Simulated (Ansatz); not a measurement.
## PbO2: computed properties

Theory: DFT PBEsol, scalar-relativistic, plane waves, PAW in Ansatz.

Cutoff 420 eV; k points 14×14×14 on the computed 3-atom cell (Γ-centred); Gaussian smearing, width 0.10 eV; no spin polarisation.

The structure is relaxed at this level of theory with its symmetry kept. Whether it is the stable form of this composition wasn't checked.

```
Pb O
1.0
     0.00000    2.66423    2.66423
     2.66423    0.00000    2.66423
     2.66423    2.66423    0.00000
Pb O
1 2
Direct
  0.00000 0.00000 0.00000
  0.25000 0.25000 0.25000
  0.75000 0.75000 0.75000
```

```json
{"Space group": "Fm-3m (No. 225)", "Volume per atom": "12.61 Å³", "Formation energy from the elements' standard states (uncorrected)": "-0.794 eV/atom", "Kohn–Sham band gap": "none (metal)", "Density of states at the Fermi level": "0.29 states/eV per cell", "Löwdin character within 0.5 eV of the Fermi level": "O 2p 96 %", "Bulk modulus": "152 GPa", "Its pressure derivative": "5.1", "Bader charges (e)": "Pb (1 in the cell) 2.01, O (2 in the cell) -1.00"}
```

Spin-orbit coupling is left out, which matters for the bands of heavy elements.

Closed-shell ions balance this formula, so the missing gap can be the error of a semilocal functional.

Cost: 9 runs of about 1.3 core-minutes in all, on Arm Neoverse V1 (shared hosts).